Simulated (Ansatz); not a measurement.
C2H4FNO can be A, `N=C(F)CO`, or B, `OC/N=C\F`.

Isolated molecules relaxed with PBE0-D4/def2-TZVP in Ansatz; ΔE leaves out vibrations. CBS: MP2 limit from def2 TZ/QZ plus the TZ coupled-cluster correction, frozen cores. Functionals use def2-TZVPP. B3LYP here is the variant with VWN-RPA as its local correlation; programs differ in this. Each species was taken in one conformer, which may not be the lowest.

A:

Z-matrix (Å, degrees):
```
C
O 1 1.400
C 1 1.503 2 112.6
H 1 1.094 2 107.6 3 119.1
H 1 1.097 2 113.0 3 -123.3
H 2 0.961 1 108.9 3 80.1
F 3 1.337 1 110.3 2 -175.3
N 3 1.243 1 130.3 2 5.0
H 8 1.018 3 109.0 1 1.3
```

B:

Z-matrix (Å, degrees):
```
C
N 1 1.443
O 1 1.394 2 110.6
H 1 1.093 2 112.3 3 -118.8
H 1 1.100 2 107.5 3 122.2
C 2 1.238 1 121.5 3 157.5
H 3 0.962 1 107.5 2 46.2
F 6 1.345 2 124.4 1 -0.2
H 6 1.086 2 124.4 1 179.8
```

Problem. Which is lower in electronic energy at CCSD(T)/CBS, and by how much? (An estimate is asked.)

Solution. Ansatz gave: A, by 28.5 kJ/mol.

Problem. Give E(B) − E(A) in kJ/mol with HF/def2-TZVPP, B3LYP, CCSD/def2-TZVPP, CCSD(T)/def2-TZVPP, BLYP-D4, PBE-D4, LDA (SPW92). (An estimate is asked.)

Solution. Ansatz gave: HF/def2-TZVPP 28.6, B3LYP 24.6, CCSD/def2-TZVPP 28.1, CCSD(T)/def2-TZVPP 27.5, BLYP-D4 22.5, PBE-D4 25.6, LDA (SPW92) 28.7. None reverses the order clearly.

Problem. Does the order hold for the free energy at 298.15 K (harmonic terms from PBE0-D4)? (Estimate.)

Solution. The calculation gave: Yes: G(B) − G(A) = +25.6 kJ/mol, for one conformer each. Modes under 60 cm⁻¹, often nearly free rotors, make the harmonic entropy too high.

Largest T1 diagnostic: 0.013.

Leaving LDA and LC-ωPBE aside and taking each functional with its dispersion term where it has one, the values, not all of them listed here, spread over 9.2 kJ/mol, from BLYP-D4 to B97M-V. LDA lies +3.6 kJ/mol from PBE without D4. At CCSD(T), def2-SVP lies −5.2 kJ/mol from the extrapolated value and def2-TZVPP −1.0 kJ/mol.
